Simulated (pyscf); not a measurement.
CH₄ (SMILES C) + CH₃• (SMILES [CH3]) → H₃C–CH₃ (SMILES CC) + H• (SMILES [H]), a substitution at C (doublet surface; C–H broken, C–C formed). Structures and frequencies: ωB97X-D3(BJ)/def2-SVP in PySCF. MP2 and CC: frozen core, UHF for open shells. ΔMP2 is the change of the MP2 total energy from the triple- to the quadruple-zeta basis. Energies in eV from the separated reactants.

Small-basis levels: PySCF, no dispersion term, spherical d functions. AM1 to PM7: differences of heats of formation from MOPAC. GFN2-xTB: tblite. Open shells are spin-unrestricted. 

```json
[
 {"level": "HF/6-31G*", "barrier": "3.07", "reaction energy": "+0.73"},
 {"level": "BP86/6-31G*", "barrier": "1.89", "reaction energy": "+0.66"},
 {"level": "B3LYP/STO-3G", "barrier": "2.49", "reaction energy": "+0.82"},
 {"level": "B3LYP/3-21G", "barrier": "2.11", "reaction energy": "+0.70"},
 {"level": "M06-2X/6-31G*", "barrier": "2.14", "reaction energy": "+0.47"},
 {"level": "B3LYP/def2-SVP", "barrier": "2.13", "reaction energy": "+0.66"},
 {"level": "GFN2-xTB", "barrier": "1.65", "reaction energy": "-0.39"},
 {"level": "PM3", "barrier": "1.80", "reaction energy": "+0.80"},
 {"level": "PM7", "barrier": "2.17", "reaction energy": "+0.82"},
 {"level": "CCSD(T)/def2-TZVPP + ΔMP2(QZVPP)", "barrier": "2.25", "reaction energy": "+0.67"}
]
```

Against the last row the barrier runs from -0.60 (GFN2-xTB) to +0.81 eV (HF/6-31G*). CCSD(T)/def2-TZVPP + ΔMP2(QZVPP) has limits of its own. The same reactants have a lower exit, to CH₃• + CH₄ (barrier +0.74 eV at ωB97M-D3(BJ), against +2.23 eV here). One saddle was located; it need not be the lowest between these sides. The angle at the attacked C is 180°. The CCSD(T) − MP2 part came from Ansatz, without density fitting, on the same reference.
